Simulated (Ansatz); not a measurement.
All numbers were calculated with Ansatz.

Basis-set series for `BBO`. The species carries charge 0 and has multiplicity 1. The structure was optimised at the PBE0-D4/def2-TZVP level. It is one conformer, not always the lowest.

```
functional       basis  functions  energy (Eh)  HOMO (eV)  LUMO (eV)
   PBE0-D4    def2-SVP         62   -127.06746      -7.83      -1.62
   PBE0-D4  def2-TZVPP        149   -127.21575      -7.94      -1.77
   ωB97M-V    def2-SVP         62   -127.15903     -10.08       0.45
   ωB97M-V  def2-TZVPP        149   -127.31424     -10.23       0.16
```

**Question.** Give the rows for def2-QZVPP. (An estimate is asked.)

**Answer.** The calculation gave: 
```json
{"functional": "PBE0-D4", "basis": "def2-QZVPP", "functions": "291", "energy (Eh)": "-127.22357", "HOMO (eV)": "-7.96", "LUMO (eV)": "-1.80"}
{"functional": "ωB97M-V", "basis": "def2-QZVPP", "functions": "291", "energy (Eh)": "-127.32170", "HOMO (eV)": "-10.25", "LUMO (eV)": "0.06"}
```

Positive LUMOs are unbound and depend on the basis.
